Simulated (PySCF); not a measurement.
Atomic charges against the basis set

Species: C4H7ClO.
Numbering: `[CH3:1][O:2]/[C:3]([CH3:4])=[CH:5]/[Cl:6]` (hydrogens: H7, H8, H9 on C1; H10, H11, H12 on C4; H13 on C5)

PBE0 throughout (PySCF), one geometry, spherical d and f functions. The structure is a single PBE0-D3(BJ)/def2-SVP conformer in the gas phase; no vibrational or solvent corrections. Atoms taken as equivalent share a column and are averaged. The first 7 of 9 kinds of atom are listed.

Mulliken charges (e):

```json
{"basis": "STO-3G", "functions": "41", "C1": "-0.126", "O2": "-0.179", "C3": "+0.110", "C4": "-0.246", "C5": "-0.127", "Cl6": "-0.124", "H7/H8/H9": "+0.096"}
{"basis": "6-31G", "functions": "72", "C1": "-0.254", "O2": "-0.538", "C3": "+0.415", "C4": "-0.537", "C5": "-0.545", "Cl6": "+0.097", "H7/H8/H9": "+0.185"}
{"basis": "6-31G*", "functions": "102", "C1": "-0.292", "O2": "-0.468", "C3": "+0.440", "C4": "-0.598", "C5": "-0.455", "Cl6": "-0.012", "H7/H8/H9": "+0.185"}
{"basis": "def2-SVP", "functions": "123", "C1": "+0.096", "O2": "-0.340", "C3": "+0.073", "C4": "+0.019", "C5": "-0.130", "Cl6": "-0.124", "H7/H8/H9": "+0.053"}
{"basis": "6-311+G(2d,p)", "functions": "212", "C1": "-0.266", "O2": "-0.329", "C3": "+0.615", "C4": "-0.888", "C5": "-0.301", "Cl6": "+0.051", "H7/H8/H9": "+0.158"}
{"basis": "def2-TZVP", "functions": "234", "C1": "-0.264", "O2": "-0.228", "C3": "+0.188", "C4": "-0.359", "C5": "-0.199", "Cl6": "-0.114", "H7/H8/H9": "+0.138"}
```

IAO charges (e):

| basis | functions | C1 | O2 | C3 | C4 | C5 | Cl6 | H7/H8/H9 |
| --- | --- | --- | --- | --- | --- | --- | --- | --- |
| STO-3G | 41 | -0.259 | -0.160 | +0.104 | -0.407 | -0.262 | -0.028 | +0.140 |
| 6-31G | 72 | -0.245 | -0.301 | +0.195 | -0.449 | -0.293 | -0.043 | +0.154 |
| 6-31G* | 102 | -0.205 | -0.316 | +0.213 | -0.432 | -0.289 | -0.039 | +0.142 |
| def2-SVP | 123 | -0.196 | -0.312 | +0.208 | -0.421 | -0.287 | -0.032 | +0.139 |
| 6-311+G(2d,p) | 212 | -0.213 | -0.326 | +0.215 | -0.442 | -0.299 | -0.035 | +0.147 |
| def2-TZVP | 234 | -0.211 | -0.326 | +0.217 | -0.443 | -0.301 | -0.032 | +0.146 |

Hirshfeld charges (e):

```json
{"basis": "STO-3G", "functions": "41", "C1": "+0.048", "O2": "-0.093", "C3": "+0.066", "C4": "-0.032", "C5": "-0.033", "Cl6": "-0.151", "H7/H8/H9": "+0.025"}
{"basis": "6-31G", "functions": "72", "C1": "-0.013", "O2": "-0.121", "C3": "+0.073", "C4": "-0.100", "C5": "-0.101", "Cl6": "-0.062", "H7/H8/H9": "+0.047"}
{"basis": "6-31G*", "functions": "102", "C1": "-0.015", "O2": "-0.110", "C3": "+0.072", "C4": "-0.101", "C5": "-0.090", "Cl6": "-0.074", "H7/H8/H9": "+0.045"}
{"basis": "def2-SVP", "functions": "123", "C1": "-0.030", "O2": "-0.092", "C3": "+0.070", "C4": "-0.123", "C5": "-0.100", "Cl6": "-0.037", "H7/H8/H9": "+0.046"}
{"basis": "6-311+G(2d,p)", "functions": "212", "C1": "-0.029", "O2": "-0.108", "C3": "+0.060", "C4": "-0.123", "C5": "-0.100", "Cl6": "-0.039", "H7/H8/H9": "+0.049"}
{"basis": "def2-TZVP", "functions": "234", "C1": "-0.034", "O2": "-0.102", "C3": "+0.066", "C4": "-0.126", "C5": "-0.098", "Cl6": "-0.042", "H7/H8/H9": "+0.049"}
```

ESP-fitted charges (e):

```tsv
basis	functions	C1	O2	C3	C4	C5	Cl6	H7/H8/H9
STO-3G	41	-0.238	-0.188	+0.420	-0.606	-0.192	-0.171	+0.111
6-31G	72	-0.059	-0.410	+0.602	-0.632	-0.460	-0.096	+0.090
6-31G*	102	-0.170	-0.298	+0.573	-0.626	-0.521	-0.060	+0.106
def2-SVP	123	-0.102	-0.308	+0.531	-0.552	-0.505	-0.042	+0.090
6-311+G(2d,p)	212	-0.216	-0.294	+0.615	-0.700	-0.545	-0.055	+0.117
def2-TZVP	234	-0.189	-0.290	+0.599	-0.669	-0.533	-0.053	+0.108
```

Some averages cover members that differ in this geometry, most widely: H7/H8/H9, ESP-fitted in 6-31G +0.073 to +0.123; H7/H8/H9, ESP-fitted in def2-TZVP +0.091 to +0.142; H7/H8/H9, ESP-fitted in 6-311+G(2d,p) +0.100 to +0.150; H7/H8/H9, ESP-fitted in 6-31G* +0.090 to +0.139 e.

Q: Which scheme is steadiest as the basis changes?

A: Largest range over the bases for any column: Hirshfeld 0.11 e, IAO 0.17 e, ESP-fitted 0.35 e, Mulliken 0.91 e. Hirshfeld charges move least and Mulliken charges most, counted in e. Without the minimal STO-3G basis the ranges are Hirshfeld 0.04, IAO 0.05, ESP-fitted 0.16, Mulliken 0.91 e.

Q: How much do the charges still move between the two largest bases, 6-311+G(2d,p) and def2-TZVP?

A: At most, over all atoms: Mulliken 0.529 e, IAO 0.003 e, Hirshfeld 0.006 e, ESP-fitted 0.030 e.

Q: What do the same runs give for the total energy, the frontier levels and the dipole moment?

A: 
```json
{"basis": "STO-3G", "energy (Eh)": "-683.7157", "HOMO (eV)": "-4.07", "LUMO (eV)": "3.62", "μ (D)": "2.48"}
{"basis": "6-31G", "energy (Eh)": "-691.4981", "HOMO (eV)": "-6.30", "LUMO (eV)": "0.94", "μ (D)": "2.15"}
{"basis": "6-31G*", "energy (Eh)": "-691.5842", "HOMO (eV)": "-6.19", "LUMO (eV)": "0.99", "μ (D)": "2.07"}
{"basis": "def2-SVP", "energy (Eh)": "-691.2950", "HOMO (eV)": "-6.26", "LUMO (eV)": "0.83", "μ (D)": "1.88"}
{"basis": "6-311+G(2d,p)", "energy (Eh)": "-691.6893", "HOMO (eV)": "-6.41", "LUMO (eV)": "0.25", "μ (D)": "1.94"}
{"basis": "def2-TZVP", "energy (Eh)": "-691.7107", "HOMO (eV)": "-6.37", "LUMO (eV)": "0.60", "μ (D)": "1.93"}
```

The dipole is fixed by the density alone, so its range of 0.60 D shows that the density itself changes with the basis, not only its division among atoms.
